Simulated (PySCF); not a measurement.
All values below come from PBE-D3(BJ)/def2-TZVP // PBE-D3(BJ)/def2-SVP (PySCF). All species are isolated molecules in the gas phase. 

Reference species (SMILES): `C[N]C` (neutral, multiplicity 2).

```json
{
  "dipole_moment": "1.70 D",
  "highest_occupied_spin_orbital": "-5.55 eV"
}
```

Changed species: `[SH]` (free radical SH; the reference has free radical N(CH3)2).

### Question
Give the shifts of the dipole moment and highest occupied spin orbital.

### Answer
the dipole moment decreases by 0.83 D, to 0.87 D; the highest occupied spin orbital falls by 0.57 eV, to -6.12 eV.
